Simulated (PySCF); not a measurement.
## Functional benchmark on one molecule

Molecule: SMILES CS(C)=O, C₂H₆OS.

Atom-mapped SMILES (the numbers label the heavy atoms): `[CH3:1][S:2]([CH3:3])=[O:4]`. Each H is labelled by its parent atom.

Geometry PBE0-D3(BJ)/def2-SVP throughout; GIAO in PySCF 2.14, gas phase, one conformer, non-relativistic; equivalent atoms averaged; basis pcSseg-2.

Reference values (measured; solution, not stated per compound (mostly CDCl3 or CCl4); Pretsch, Buehlmann, Badertscher, Structure Determination of Organic Compounds, 4th ed. (2009)): δ(C1/C3) = 40.1 ppm, δ(H(C1)/H(C3)) = 2.50 ppm. Computed shifts are taken against TMS, calculated as an isolated molecule at each level.

How do the functionals HF, LDA, PBE, BLYP, BP86, OPBE, KT2, KT3, B97-D, B3LYP, PBE0, mPW1PW91, WP04, B97-2, BHandHLYP, CAM-B3LYP, wB97X-D, LC-wPBE perform against the reference? Times are CPU seconds on shared hosts with different chips, so compare them loosely; the GGAs took longer than the global hybrids here, which isn't the general rule, and the cause wasn't traced.

## Answers


| functional | kind | C1/C3 | H(C1)/H(C3) | abs. error C | abs. error H | core-s |
| --- | --- | --- | --- | --- | --- | --- |
| HF | Hartree–Fock | 40.0 | 2.15 | 0.1 | 0.35 | 7.6 |
| LDA | LDA | 49.6 | 2.23 | 9.5 | 0.27 | 18 |
| PBE | GGA | 47.2 | 2.18 | 7.1 | 0.32 | 22 |
| BLYP | GGA | 48.3 | 2.19 | 8.2 | 0.31 | 22 |
| BP86 | GGA | 47.1 | 2.19 | 7.0 | 0.31 | 22 |
| OPBE | GGA | 43.7 | 2.16 | 3.6 | 0.34 | 23 |
| KT2 | GGA | 45.7 | 2.15 | 5.6 | 0.35 | 23 |
| KT3 | GGA | 44.4 | 2.14 | 4.3 | 0.36 | 23 |
| B97-D | GGA | 46.1 | 2.20 | 6.0 | 0.30 | 22 |
| B3LYP | global hybrid | 46.8 | 2.18 | 6.7 | 0.32 | 15 |
| PBE0 | global hybrid | 45.3 | 2.17 | 5.2 | 0.33 | 15 |
| mPW1PW91 | global hybrid | 45.1 | 2.17 | 5.0 | 0.33 | 15 |
| WP04 | global hybrid | 45.0 | 2.16 | 4.9 | 0.34 | 22 |
| B97-2 | global hybrid | 44.7 | 2.17 | 4.6 | 0.33 | 20 |
| BHandHLYP | global hybrid | 44.6 | 2.17 | 4.5 | 0.33 | 20 |
| CAM-B3LYP | range-separated hybrid | 46.9 | 2.19 | 6.8 | 0.31 | 28 |
| wB97X-D | range-separated hybrid | 45.6 | 2.18 | 5.5 | 0.32 | 41 |
| LC-wPBE | range-separated hybrid | 45.1 | 2.18 | 5.0 | 0.32 | 37 |

For ¹³C the closest is HF (0.1 ppm) and the furthest LDA (9.5 ppm).

For ¹H the closest is LDA (0.27 ppm, with B97-D practically level) and the furthest KT3 (0.36 ppm). One molecule is a small sample, and vibrational and solvent effects are absent from the calculation.
